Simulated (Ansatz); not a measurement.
A made-up structure of NaAlH2, closed shell:

Na1  (-2.731, -0.149, -1.159)
Al2  (0.259, 0.013, 0.110)
H3  (1.247, -1.391, 0.692)
H4  (1.225, 1.527, 0.357)
(Å)

It is relaxed with PBE-D4/def2-SVP and then PBE0-D4/def2-TZVP (Ansatz 0.2.0). Atoms count as bonded within 1.22 times the sum of their covalent radii (H–H: 0.88 Å). The end point is not checked to be a true minimum.

Q: Does its bonding change? (Judge from chemistry; the calculation decides.)

A: The calculation gives: No: no bond forms or breaks.

Where it ends: The first stage lowers the energy by 0.36 eV in 6 steps. It ends as NaAlH₂ ([Na][AlH2]):
```xyz
4
angstrom
Na -2.4379 -0.1342 -1.0344
Al 0.2309 0.0127 0.0980
H 1.1120 -1.2416 0.6171
H 1.0949 1.3631 0.3193
```

Labels in which every atom is bracketed show which atoms are joined, not bond orders.

For scale, one of the runs: PBE0-D4/def2-TZVP relaxation, 81 basis functions, launched by `ansatz run in.yaml --threads 2 --pin off --events-out ev --progress --plain --max-ram 4352MiB`. Hardware: 2 CPU threads of an Arm Neoverse N1, shared host. Wall time about 9 s.
